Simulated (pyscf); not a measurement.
# Four-centre exchange: [H₃C–Zn]• (SMILES [CH3][Zn]) + H₃C–NH₂ (SMILES CN) → CH₄ (SMILES C) + [H₃C–NH–Zn]• (SMILES C[NH][Zn])

Gas phase, doublet surface, charge 0. Bonds broken: C1–Zn2, N3–H7. Bonds formed: C1–H7, Zn2–N3. Single points on ωB97X-D3(BJ)/def2-SVP structures (PySCF, gas phase).

Transition state (Å):

```xyz
12

C     -0.1942    -1.7302    -0.5171
Zn     1.2415    -0.3738     0.7238
N     -0.6040     0.2336     1.3209
H     -1.2561    -1.9554    -0.7280
H      0.2524    -1.4448    -1.4869
H      0.2655    -2.6848    -0.2042
H     -0.6083    -0.7728     0.4478
H     -0.9064     0.0388     2.2762
C     -1.1445     1.4936     0.8371
H     -2.2424     1.5572     0.9492
H     -0.7064     2.3763     1.3400
H     -0.9244     1.5933    -0.2410
```

One imaginary mode, 1642i cm⁻¹; descent along it reached the two sides named, in the forms told below.

```csv
bond,change,reactant side (Å),saddle,product side
C1–Zn2,breaks,2.015,2.333,4.0
N3–H7,breaks,1.021,1.332,2.553
C1–H7,forms,3.4,1.421,1.101
Zn2–N3,forms,2.242,2.033,1.873
```

Electronic energies relative to the separated reactants (kcal/mol):

| level | barrier | reaction energy | reverse barrier |
|---|---|---|---|
| ωB97X-D3(BJ)/def2-TZVP | 24.3 | -5.9 | 30.3 |
| PBE/def2-TZVP | 20.5 | -6.0 | 26.6 |
| r²SCAN/def2-TZVP | 19.8 | -7.2 | 26.9 |
| B3LYP-D3(BJ)/def2-TZVP | 24.3 | -6.3 | 30.6 |
| PBE0-D3(BJ)/def2-TZVP | 21.5 | -5.4 | 26.9 |
| M06-2X/def2-TZVP | 21.2 | -6.5 | 27.7 |
| ωB97M-D3(BJ)/def2-TZVP | 25.4 | -5.1 | 30.4 |
| HF/def2-TZVP | 39.1 | -6.4 | 45.5 |

With ωB97M-D3(BJ)/def2-TZVP energies and thermal terms (ideal gas, 1 atm, RRHO with modes under 100 cm⁻¹ raised to 100, one conformer, R ln 2 for chiral ones without a mode under 150 cm⁻¹), in kcal/mol:

```
T (K)   ΔH‡   ΔG‡    ΔH    ΔG
-----  ----  ----  ----  ----
298    23.0  33.0  -5.4  -4.7
600    23.7  42.9  -5.4  -4.0
900    24.5  52.4  -5.5  -3.2
1200   25.4  61.5  -5.5  -2.5
```

On the reactant side the descent ends in an adduct with a N–Zn contact, 10.9 kcal/mol under the separated species and 35.2 kcal/mol under the saddle at ωB97X-D3(BJ)/def2-TZVP. What is counted as formed (N–Zn) is already present as a longer contact in the reactant adduct; forming that adduct is a step of its own. One saddle was located; it need not be the lowest between these sides. Elements up to Kr have no core potential and no relativistic terms here.
